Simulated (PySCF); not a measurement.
Gas-phase reaction: C6H6 + CH3OCH3 ⇌ 2 C4H6 (butadiene) + O

Computed with PySCF and rigid-rotor harmonic-oscillator thermochemistry at 1 bar. 'Table' is the NASA 1993 thermochemical table (part measured, part estimated). † marks an energy on the PBE0/def2-TZVP geometry and frequencies; other levels use their own. MP2 freezes the core. 6-31G* has spherical d functions here. Open shells (unrestricted): O (multiplicity 3, electronic degeneracy 9); the rest are closed-shell singlets. Spin-orbit splitting is ignored; it lowers the true energy and changes the entropy of O. B3LYP is the form with VWN-RPA correlation. MP2 isn't extrapolated to the basis-set limit; its ΔH°(298 K) is 602.2 kJ in def2-SVP and 622.7 kJ in def2-TZVPP. The harmonic model lacks anharmonicity and excited electronic states, which grow with temperature; levels with a mode under 35 cm⁻¹ are left out. Internal rotation in CH3OCH3, C4H6 (butadiene) is treated as a harmonic vibration of one conformer, which makes the entropy rough.

| level | ΔH°(298 K), kJ | minus table | ΔG°(1000 K), kJ |
|---|---|---|---|
| table | 570.4 | - | 372.0 |
| B3LYP/6-31G* | 583.0 | 12.6 | 390.2 |
| BLYP/def2-TZVP† | 552.8 | -17.6 | 360.8 |
| HF/def2-TZVP† | 345.2 | -225.2 | 153.2 |
| M06-2X/def2-TZVP† | 593.9 | 23.5 | 401.9 |
| MP2/def2-TZVPP† | 622.7 | 52.3 | 430.7 |
| PBE/def2-TZVP† | 609.9 | 39.5 | 417.9 |
| PBE0/def2-SVP† | 616.8 | 46.4 | 424.7 |
| ωB97X-V/def2-TZVP† | 598.4 | 28.0 | 406.3 |
